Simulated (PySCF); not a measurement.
Bond stretch in SMILES C=CF (C₂H₃F). The C2–F6 bond (C2 also carries C, H; F6 carries nothing else) is varied alone, starting from the PBE0/def2-TZVP optimised geometry.

Computed with: UKS-LDA (SVWN5) = unrestricted LDA (SVWN5)/cc-pVDZ (PySCF); RHF/6-31G* = PySCF with restricted Hartree-Fock/6-31G*, spherical d; UCCSD(T) = CCSD(T) on UHF/cc-pVDZ, 3 core orbitals frozen in PySCF.

Energies relative to the lowest point of each curve near equilibrium, in mEh:

```tsv
R / Å	UKS-LDA (SVWN5)	RHF/6-31G*
1.07	100.6	103.2
1.20	19.1	18.7
1.24	8.6	8.0
1.31	0.5	0.2
1.37	0.9	1.3
1.56	25.4	30.6
1.64	40.7	48.5
1.82	77.1	91.5
2.23	149.3	179.8
3.30	227.5	316.2
3.63	233.5	339.0
3.98	237.0	356.0
```

**Question.** What does UCCSD(T) give at the same points?

**Answer.** 1.07: 112.3; 1.20: 24.0; 1.24: 11.9; 1.31: 1.4; 1.37: 0.1; 1.56: 21.2; 1.64: 35.4; 1.82: 71.4; 2.23: 143.6; 3.30: 185.8; 3.63: 186.6; 3.98: 187.0 (mEh).

The unrestricted determinant behind UKS-LDA (SVWN5) is spin-contaminated at 2.70 to 4.68 Å (<S²> up to 0.8, against 0.00 for a pure singlet). At the longest distance UKS-LDA (SVWN5) leaves fractional charges on the fragments, a sign of delocalisation error or of the restricted form. The restricted form behind RHF/6-31G* keeps the bonding electrons paired and can't separate into open-shell fragments. The unrestricted solution behind UCCSD(T) changes between 1.82 and 1.99 Å, which can leave a kink. The unrestricted determinant behind UCCSD(T) is spin-contaminated at 1.82 to 4.68 Å (<S²> up to 1.2, against 0.00 for a pure singlet).
